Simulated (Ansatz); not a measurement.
**CH6AlB (SMILES [BH2][AlH][CH3]): functionals against CCSD(T) at one geometry**

How do the functionals fare away from a minimum? The structure is a structure displaced at random from a GFN2-xTB minimum.

The runs use Ansatz 0.2.0, Gaussian basis; single points in def2-TZVPP.

Correlated methods freeze the cores. B3LYP uses VWN-RPA correlation.

**1. The system as given**

SMILES `[BH2][AlH][CH3]`, 9 atoms, charge 0, spin multiplicity 1.

Atoms are counted from 1 here; the program's logs count them from 0.

Bond lengths: B1–Al2 2.210 Å, B1–H4 1.302 Å, B1–H5 1.209 Å, Al2–C3 1.958 Å, Al2–H6 1.434 Å, C3–H7 1.096 Å, C3–H8 1.357 Å, C3–H9 1.169 Å. Angles: Al2–B1–H4 130.1°, Al2–B1–H5 116.2°, H4–B1–H5 113.6°, B1–Al2–C3 126.7°, B1–Al2–H6 115.2°, C3–Al2–H6 116.3°, Al2–C3–H7 111.1°, Al2–C3–H8 98.8°, Al2–C3–H9 122.7°, H7–C3–H8 119.0°, H7–C3–H9 94.0°, H8–C3–H9 112.9°.

Geometry (Å):

```mol
CH6AlB
  3D, bonds by distance, orders not assigned

  9  8  0  0  0  0  0  0  0  0999 V2000
   -1.2581    0.9517   -1.4463 B   0  0
    0.2445    0.5929    0.1338 Al  0  0
    0.6389   -1.1149    1.0070 C   0  0
   -2.1305    0.1419   -1.9746 H   0  0
   -1.2538    2.0523   -1.9455 H   0  0
    0.7363    1.7708    0.7879 H   0  0
   -0.2413   -1.7675    1.0121 H   0  0
    1.7224   -1.4777    0.2742 H   0  0
    0.8159   -1.2087    2.1583 H   0  0
  1  2  8  0
  1  4  8  0
  1  5  8  0
  2  3  8  0
  2  6  8  0
  3  7  8  0
  3  8  8  0
  3  9  8  0
M  END
```

**2. CCSD(T)/def2-TZVPP**

Contents of run/in.yaml:

```yaml
crystal:
  periodic: [false, false, false]
  atoms:
    - {symbol: B, position_ang: [-1.258100, 0.951700, -1.446300]}
    - {symbol: Al, position_ang: [0.244500, 0.592900, 0.133800]}
    - {symbol: C, position_ang: [0.638900, -1.114900, 1.007000]}
    - {symbol: H, position_ang: [-2.130500, 0.141900, -1.974600]}
    - {symbol: H, position_ang: [-1.253800, 2.052300, -1.945500]}
    - {symbol: H, position_ang: [0.736300, 1.770800, 0.787900]}
    - {symbol: H, position_ang: [-0.241300, -1.767500, 1.012100]}
    - {symbol: H, position_ang: [1.722400, -1.477700, 0.274200]}
    - {symbol: H, position_ang: [0.815900, -1.208700, 2.158300]}
basis:
  gaussian: {orbitals: def2-TZVPP}
correlation: {method: ccsd_t}
output: {forces: true}
```

No record of the launch command was kept for these runs.

**3. PBE0-D4/def2-TZVPP**

Changes to run/in.yaml since step 2:

```diff
@@ -14,3 +14,3 @@
   gaussian: {orbitals: def2-TZVPP}
-correlation: {method: ccsd_t}
-output: {forces: true}
+hamiltonian: {xc: pbe0, dispersion: d4}
+output: {forces: true, orbitals: {seedname: orbitals}}
```

**4. wB97M-V/def2-TZVPP**

Changes to run/in.yaml since step 3:

```diff
@@ -14,3 +14,3 @@
   gaussian: {orbitals: def2-TZVPP}
-hamiltonian: {xc: pbe0, dispersion: d4}
-output: {forces: true, orbitals: {seedname: orbitals}}
+hamiltonian: {xc: {name: wB97M-V}}
+output: {forces: true}
```

**5. r2SCAN-D4/def2-TZVPP**

Changes to run/in.yaml since step 4:

```diff
@@ -14,3 +14,3 @@
   gaussian: {orbitals: def2-TZVPP}
-hamiltonian: {xc: {name: wB97M-V}}
+hamiltonian: {xc: r2scan, dispersion: d4}
 output: {forces: true}
```

**6. PBE-D4/def2-TZVPP**

Changes to run/in.yaml since step 5:

```diff
@@ -14,3 +14,3 @@
   gaussian: {orbitals: def2-TZVPP}
-hamiltonian: {xc: r2scan, dispersion: d4}
+hamiltonian: {xc: pbe, dispersion: d4}
 output: {forces: true}
```

**7. BHLYP-D4/def2-TZVPP**

Changes to run/in.yaml since step 6:

```diff
@@ -14,3 +14,3 @@
   gaussian: {orbitals: def2-TZVPP}
-hamiltonian: {xc: pbe, dispersion: d4}
+hamiltonian: {xc: {name: BHLYP}, dispersion: d4}
 output: {forces: true}
```

**8. B3LYP-D4/def2-TZVPP**

Changes to run/in.yaml since step 7:

```diff
@@ -14,3 +14,3 @@
   gaussian: {orbitals: def2-TZVPP}
-hamiltonian: {xc: {name: BHLYP}, dispersion: d4}
+hamiltonian: {xc: {name: B3LYP}, dispersion: d4}
 output: {forces: true}
```

(Steps that only read results are left out.)

Before running it: what results should come out? Wanted: energy less free atoms, CCSD(T)/def2-TZVPP; RMS force component; RMS force error; HOMO and LUMO, PBE0-D4; T1 diagnostic.

As calculated:

| quantity | value |
| --- | --- |
| energy less free atoms, CCSD(T)/def2-TZVPP | -2633.8 kJ/mol |
| RMS force component | 1.346 to 1.432 eV/Å over the methods |
| RMS force error | PBE0-D4 0.045, wB97M-V 0.059, r2SCAN-D4 0.047, PBE-D4 0.105, BHLYP-D4 0.133, B3LYP-D4 0.045 eV/Å |
| HOMO and LUMO, PBE0-D4 | -7.24 and -2.82 eV |
| T1 diagnostic | 0.010 |

What this shows: Against CCSD(T) the functionals' energies less atoms differ by -70.0 to -23.0 kJ/mol, PBE-D4 by -69.9 kJ/mol. The reference is not at the basis limit: in triple zeta CCSD(T) underbinds, which counts against methods that bind more; the gaps are no ranking. The forces of PBE0-D4 come nearest to CCSD(T), those of BHLYP-D4 are farthest. Frozen-core CCSD(T) forces in triple zeta carry basis errors of their own, and this is one geometry, so small gaps rank nothing.
